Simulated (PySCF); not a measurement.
Ligands exchanged one at a time, Al Cl-OH. Isolated molecules, 0 K electronic values unless said otherwise. One relaxed conformer stands for each flexible species; it need not be the lowest. Strings in code marks are SMILES.

The HOMO–LUMO gap from two functionals at the same geometries (B3LYP-D3(BJ)/def2-TZVP), both in PySCF: PBE-D3(BJ)/def2-TZVP and M06-2X/def2-TZVP. 

| species | PBE-D3(BJ)/def2-TZVP (eV) | M06-2X/def2-TZVP (eV) |
|---|---|---|
| 0 of 3 Cl replaced by OH | 5.78 | 10.00 |
| 1 of 3 Cl replaced by OH (`[OH][Al]([Cl])[Cl]` (H–O–Al–Cl torsion 180°)) | 5.98 | 10.24 |
| 2 of 3 Cl replaced by OH (`[OH][Al]([Cl])[OH]` (H–O–Al–Cl torsion 0°, Cl–Al–O–H torsion 180°)) | 6.05 | 10.48 |
| 3 of 3 Cl replaced by OH (`[Al]([OH])([OH])[OH]`) | 5.97 | 10.92 |

Over these rows, drawn at random from the members with no instability flagged (it was tested for open shells, ions and some series alone), PBE minus M06-2X: mean -4.46 eV, from -4.95 eV to -4.22 eV.
